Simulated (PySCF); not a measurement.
## Al: electron affinity

Al⁻ [Ne] 3s2 3p2 (3P) → Al [Ne] 3s2 3p1 (2P), as a difference of total energies. Calculation: PySCF 2.14, in x2c-QZVPPall with one added diffuse shell each of s, p, d, f type (10s7p5d3f1g, 86 functions); scalar relativity by spin-free X2C-1e. Correlated levels: valence and next inner shell: 1s2 frozen. The calculations carry no spin-orbit coupling.

```
                                method  electron affinity (eV)  difference from reference (eV)
                                   UHF                   0.008                          -0.425
    MP2 (valence and next inner shell)                   0.350                          -0.083
SCS-MP2 (valence and next inner shell)                   0.252                          -0.181
   CCSD (valence and next inner shell)                   0.357                          -0.076
CCSD(T) (valence and next inner shell)                   0.408                          -0.025
```

Reference: 0.433 eV (measured; photodetachment measurements, as compiled on the Wikipedia data page of electron affinities).

The reference lies between the lowest fine-structure levels, while these numbers refer to the centres of the terms.

Errors of the correlated levels include the incompleteness of this basis and the frozen core.
